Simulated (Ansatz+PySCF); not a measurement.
Results of a calculation; reference values are marked as such.
Input for PySCF 2.14.0:

```python
from pyscf import gto, scf, mp

mol = gto.M(atom="""
H -2.457600 -0.007460 0.239220
N -1.556730 -0.338300 -0.070300
C -0.500530 0.545550 0.013520
C 0.818490 0.118000 0.000930
N 1.928940 -0.242530 0.003710
H -1.371890 -1.306890 0.144790
H -0.716660 1.552500 -0.007780
""", basis='cc-pvtz', charge=0, spin=1)
mf = scf.UHF(mol)
mf.kernel()
pt = mp.MP2(mf, frozen=4).run()
print(mf.e_tot, pt.e_corr, pt.e_tot)
```

The script is written out from the run's settings.

The run gave:

```json
{
  "Converged": "yes",
  "Reference energy": "-186.40447 hartree",
  "Correlation energy": "-0.67455 hartree",
  "Total energy": "-187.07901 hartree",
  "Spin squared of the determinant": "0.909"
}
```

Caution: the unrestricted determinant is spin contaminated.
